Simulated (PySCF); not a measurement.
# C3H9PS: the cost of one run

The runs use PySCF 2.14.0, with density-fitted response routines of our own; the level of theory stands in each step. All values are computed, except where a source is named. Atoms count from 0, in the outputs and in this text.

### 1 The starting structure

14 atoms, charge 0, multiplicity 1; geometry from: GFN2-xTB. The atoms were then displaced at random by about 0.01 Å, so the start is not that level's minimum.

Bonds of the start (Å): C0–P1 1.81, P1–C2 1.83, P1–C3 1.81, P1–S4 1.93, C0–H5 1.09, C0–H6 1.10, C0–H7 1.11, C2–H8 1.10, C2–H9 1.06, C2–H10 1.10, C3–H11 1.08, C3–H12 1.14, C3–H13 1.07.

### 2 Optimising the geometry at PBE0-D3(BJ)/def2-TZVP

Job settings and geometry (Å):

```
{"job": {"xc": "PBE0", "basis": "def2-TZVP", "d3": "d3bj", "grid": 2, "shake": 0.01, "kind": "geom"}, "charge": 0, "multiplicity": 1}
C     -0.651200     1.474170    -0.343440
P      0.153500     0.131240     0.560150
C      1.535180    -0.341940    -0.543220
C     -0.981350    -1.269060     0.414480
S      0.672190     0.568490     2.369250
H     -0.942750     1.207330    -1.361220
H     -1.555930     1.782800     0.205380
H      0.021070     2.357640    -0.379810
H      2.052660    -1.197230    -0.076900
H      1.210850    -0.579540    -1.529050
H      2.251990     0.486460    -0.558480
H     -1.266510    -1.472170    -0.612160
H     -1.939610    -1.016570     0.975790
H     -0.567240    -2.146690     0.871470
```

On the command line:

```
$ OMP_NUM_THREADS=2 python probes_run.py task.json out
```

One launch serves the whole session: the jobs run in the order shown.

**Question.** How long does this first job take on 2 threads of Intel Xeon at 2.50GHz, shared host, and how much memory does it need?

About 5.3 min, with a peak of 1.2 GiB.
